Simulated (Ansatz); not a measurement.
A run of Ansatz (development build ahead of 0.2.0) on singlet CH₂O₂ at this shape:

```xyz
5

C     0.0000   -0.4388   -0.1021
O     0.0000   -0.3914    1.1886
O     0.0000    0.7063   -0.9726
H     0.0000   -1.4441   -0.7560
H     0.0000    1.5580   -0.3598
```

Its results:

```yaml
Converged: yes
Reference_energy: -188.79967 hartree
Correlation_energy: -0.64232 hartree
Total_energy: -189.44199 hartree
Spin_squared_of_the_determinant: 0.000
```

**Question.** Which input gives this output? Name the method, the orbitals and the basis set, and write the input.

**Answer.** RHF-MP2 in def2-TZVP. An unrestricted run that stays on the closed shell gives the same numbers.

```yaml
crystal:
  periodic: [false, false, false]
  atoms:
    - { symbol: C, position_ang: [0.0, -0.43879, -0.10206] }
    - { symbol: O, position_ang: [0.0, -0.39143, 1.1886] }
    - { symbol: O, position_ang: [0.0, 0.70628, -0.97258] }
    - { symbol: H, position_ang: [0.0, -1.44406, -0.75599] }
    - { symbol: H, position_ang: [0.0, 1.558, -0.35982] }
basis:
  gaussian: { orbitals: def2-TZVP }
hamiltonian:
  xc: hf
correlation:
  method: mp2
  frozen_orbitals: { C: 1, H: 0, O: 1 }
```

Caution: no unrestricted run beside it, a lower state can exist.
